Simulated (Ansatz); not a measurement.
Density of states of Fe7Co (Im-3m, a = 5.590 Å, b = 5.590 Å, c = 5.590 Å, α = 90.00°, β = 90.00°, γ = 90.00°), in states per eV and primitive cell, averaged over bins of 0.5 eV. Method: DFT PBEsol, scalar-relativistic, plane waves, PAW (Ansatz).

Cutoff 420 eV; k points 10×10×10 on the computed 8-atom cell (Γ-centred); Gaussian smearing, width 0.10 eV; collinear spin from starting moments 2.39 2.39 2.39 2.6 2.6 2.6 2.6 1.98 μB.

The cell is relaxed at this level. The states (both spins) are summed by tetrahedra on a 15×15×15 mesh at the self-consistent density. Energies are bin centres; the table starts no lower than −8 eV and ends at 6 eV, or lower where the solved bands end.

It is a metal at this level.

```csv
E − E_F (eV),total,Fe 3d up,Fe 3d down,Co 3d down,Co 3d up,Fe 4s up,Fe 4s down
-7.80,0.56,0.00,0.00,0.00,0.00,0.25,0.21
-7.30,0.74,0.01,0.01,0.00,0.00,0.32,0.27
-6.80,0.95,0.04,0.01,0.00,0.01,0.39,0.33
-6.30,1.16,0.08,0.03,0.00,0.01,0.45,0.38
-5.80,1.58,0.23,0.05,0.01,0.03,0.60,0.44
-5.30,3.52,1.50,0.11,0.01,0.25,0.83,0.54
-4.80,6.64,3.90,0.22,0.03,0.74,0.84,0.61
-4.30,7.04,4.22,0.55,0.09,0.77,0.41,0.73
-3.80,9.75,5.58,1.47,0.30,1.19,0.06,0.84
-3.30,12.36,6.78,2.48,0.55,1.30,0.15,0.69
-2.80,14.00,8.05,3.06,0.63,0.96,0.44,0.34
-2.30,7.95,2.86,2.97,0.99,0.45,0.21,0.05
-1.80,15.30,4.51,6.91,1.66,1.33,0.12,0.12
-1.30,20.67,10.66,6.55,0.92,1.38,0.09,0.33
-0.80,18.50,10.80,5.43,0.52,0.65,0.19,0.29
-0.30,7.95,5.01,1.48,0.20,0.49,0.27,0.08
0.20,5.43,2.45,1.93,0.37,0.12,0.27,0.02
0.70,8.83,0.65,5.68,1.76,0.05,0.33,0.06
1.20,9.06,0.50,7.24,0.53,0.04,0.37,0.04
1.70,14.41,0.40,12.31,0.74,0.04,0.39,0.11
2.20,7.03,0.26,5.47,0.24,0.03,0.32,0.23
2.70,3.14,0.25,1.60,0.07,0.02,0.36,0.27
3.20,2.45,0.17,0.91,0.06,0.02,0.30,0.33
3.70,2.24,0.14,0.65,0.05,0.01,0.27,0.33
4.20,1.93,0.10,0.47,0.03,0.01,0.21,0.31
4.70,1.77,0.07,0.35,0.03,0.01,0.18,0.28
5.20,1.56,0.05,0.26,0.02,0.01,0.14,0.24
5.70,1.33,0.03,0.18,0.02,0.00,0.10,0.20
```

The columns after the total are the main Löwdin projections on the occupied valence shells of the potentials; 4 others are left out. The rest of the total lies in those, in shells that are empty in the free atom, which aren't projected, and between the atoms.

Only parallel moments were tried here.

Only this magnetic start was tried.

Whether Fe7Co exists in this form wasn't checked.

Cost: 1 run of about 4.3 core-minutes, on Arm Neoverse V1 (shared hosts).